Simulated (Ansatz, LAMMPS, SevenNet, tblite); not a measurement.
Zinc-blende HgSe, elastic constant C11

Reference value: 69 GPa (measured, 0 K, extrapolated to 0 K; as tabulated in Elastic constants of mercury selenide).

Q: What do Stillinger–Weber CdTeZnSeHgS0.sw, GFN2-xTB, SevenNet-l3i5, LDA, PBE give, and how far is each from the reference?

A: 
| level (code) | value (GPa) | cell (Å³/atom) | difference (%) |
|---|---|---|---|
| Stillinger–Weber CdTeZnSeHgS0.sw (LAMMPS) | 70.5 | 28.15 | +2.2 |
| GFN2-xTB (tblite) | 13.7 | 43.07 | -80 |
| SevenNet-l3i5 | 52.9 | 30.91 | -23 |
| LDA (Ansatz) | 68.3 | 27.86 | -1.0 |
| PBE (Ansatz) | 52.4 | 30.66 | -24 |

Leaving aside Stillinger–Weber CdTeZnSeHgS0.sw (doubt noted below): Closest of the ranked levels: LDA (-1.0 %). Farthest off among them: GFN2-xTB (-80 %). Of the ranked levels only LDA lands within 10 %.

The measured value isn't corrected to a static lattice, so vibrations enter the comparison.  Density-functional levels without +SOC have no spin–orbit coupling. Stillinger–Weber CdTeZnSeHgS0.sw: the potential file covers more elements than this solid holds. GFN2-xTB: the relaxed volume lies over a fifth from the starting cell. GFN2-xTB: the method was fitted mainly to molecules. GFN2-xTB: the run uses a supercell at the zone centre in place of a k mesh. LDA, PBE: the solid has no gap at this level, which affects its response. Each level is taken at its own relaxed cell. Ansatz's density-functional and Hartree–Fock values are scalar-relativistic unless marked +SOC, with PAW data made under PBE.

Empirical potentials (Stillinger–Weber CdTeZnSeHgS0.sw) are fitted to chosen data: where that held the value shown, agreement is built in, and what lay outside the fit can be far off. Machine-learned potentials (SevenNet-l3i5) are trained on DFT data: a solid inside that data is no test of them.

Differences are worked out from the printed values.

Ansatz is an electronic-structure program.
